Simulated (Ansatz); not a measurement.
Zinc-blende ZnSe, treated with rVV10 (plane waves, PAW; Ansatz, a quantum-chemistry and plane-wave program).

Total energies, extrapolated to zero smearing (they compare only within this program, potentials and cutoff; free atoms with spin allowed, lowest state found):

```json
[
 {"system": "zinc-blende ZnSe, relaxed", "energy (eV/atom)": "-4423.1515"},
 {"system": "free Zn atom", "energy (eV/atom)": "-3344.3900"},
 {"system": "free Se atom", "energy (eV/atom)": "-5496.4264"}
]
```

### Question
Work out the cohesive energy per atom.

### Answer
E_coh = [1 × (-3344.3900) + 1 × (-5496.4264)]/2 − (-4423.1515) = 2.74 eV/atom. The reference value is 2.67 eV/atom (measured, zero-point energy (9/8 kB θD) added and atomic spin-orbit splittings removed, spin-orbit-averaged atoms; as tabulated in Albrecht et al. (1997), arXiv:cond-mat/9706128), a difference of +0.07 eV/atom.

The PAW data were made under PBE.
